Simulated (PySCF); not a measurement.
Compound: C₃H₃N₂ (charge -1).
Numbering: `[cH:1]1[cH:2][n-:3][cH:4][n:5]1` (hydrogens: H6 on C1; H7 on C2; H8 on C4)

The same species was optimised twice, with GFN2-xTB and with PBE0-D3(BJ)/def2-SVP (PySCF), and the same property calculations (PySCF, gas phase) were run on both structures.

| coordinate | GFN2-xTB | PBE0-D3(BJ)/def2-SVP | change |
| --- | --- | --- | --- |
| C1–C2 (Å) | 1.374 | 1.395 | +0.021 |
| C4–H8 (Å) | 1.085 | 1.099 | +0.014 |
| C1–H6 (Å) | 1.084 | 1.096 | +0.012 |
| C2–H7 (Å) | 1.084 | 1.096 | +0.012 |
| C4–N5 (Å) | 1.333 | 1.343 | +0.010 |
| N3–C4 (Å) | 1.334 | 1.343 | +0.009 |
| C1–N5 (Å) | 1.360 | 1.361 | +0.001 |
| C2–N3 (Å) | 1.360 | 1.361 | +0.001 |
| N5–C1–H6 (°) | 121.4 | 121.9 | +0.5 |
| C2–C1–H6 (°) | 129.4 | 128.9 | -0.5 |
| N3–C2–H7 (°) | 121.5 | 121.9 | +0.4 |
| C1–C2–H7 (°) | 129.3 | 128.9 | -0.4 |
| N3–C4–N5 (°) | 116.5 | 116.9 | +0.4 |
| N3–C4–H8 (°) | 121.8 | 121.6 | -0.2 |
| C1–N5–C4 (°) | 102.6 | 102.4 | -0.2 |
| C2–N3–C4 (°) | 102.6 | 102.4 | -0.2 |

Rotational constants: A = 10403, B = 9881, C = 5068 MHz (GFN2-xTB) against A = 10353, B = 9679, C = 5002 MHz (PBE0-D3(BJ)/def2-SVP). Point groups within 0.08 Å: C2v and C2v.

On the GFN2-xTB structure: HOMO (eV) -0.46 [PBE0/pcSseg-1]; LUMO (eV) 6.83 [PBE0/pcSseg-1]; GIAO shielding of C1/C2 (mean) (ppm) 62.0 [PBE0/pcSseg-1]; GIAO shielding of N3/N5 (mean) (ppm) -20.0 [PBE0/pcSseg-1]; GIAO shielding of C4 (ppm) 41.5 [PBE0/pcSseg-1]; C1s of C1 (eV) 284.60 [delta-SCF UKS SCAN, pcX-2 on the ionised atom, pcseg-1 elsewhere, spin-free X2C]; N1s of N3 (eV) 398.06 [delta-SCF UKS SCAN, pcX-2 on the ionised atom, pcseg-1 elsewhere, spin-free X2C]; C1s of C4 (eV) 285.08 [delta-SCF UKS SCAN, pcX-2 on the ionised atom, pcseg-1 elsewhere, spin-free X2C].

**Question.** What do these properties become on the PBE0-D3(BJ)/def2-SVP structure?

**Answer.** 
| property | level | on GFN2-xTB | on PBE0-D3(BJ)/def2-SVP | change |
| --- | --- | --- | --- | --- |
| HOMO (eV) | PBE0/pcSseg-1 | -0.46 | -0.40 | +0.06 |
| LUMO (eV) | PBE0/pcSseg-1 | 6.83 | 6.79 | -0.04 |
| energy, GFN2-xTB geometry as zero (kcal/mol) | PBE0/pcSseg-1 | 0.0 | -0.2 | -0.2 |
| GIAO shielding of C1/C2 (mean) (ppm) | PBE0/pcSseg-1 | 62.0 | 59.2 | -2.8 |
| GIAO shielding of N3/N5 (mean) (ppm) | PBE0/pcSseg-1 | -20.0 | -24.3 | -4.3 |
| GIAO shielding of C4 (ppm) | PBE0/pcSseg-1 | 41.5 | 39.9 | -1.6 |
| C1s of C1 (eV) | delta-SCF UKS SCAN, pcX-2 on the ionised atom, pcseg-1 elsewhere, spin-free X2C | 284.60 | 284.68 | +0.08 |
| N1s of N3 (eV) | delta-SCF UKS SCAN, pcX-2 on the ionised atom, pcseg-1 elsewhere, spin-free X2C | 398.06 | 398.15 | +0.09 |
| C1s of C4 (eV) | delta-SCF UKS SCAN, pcX-2 on the ionised atom, pcseg-1 elsewhere, spin-free X2C | 285.08 | 285.13 | +0.05 |

The heavy atoms differ by 0.009 Å rms after alignment. Among all bonds C1–C2 changes most (+0.021 Å). Changes are differences of the printed values. Neither structure is proved a minimum here. Isolated species at its PBE0-D3(BJ)/def2-SVP geometry, gas phase.
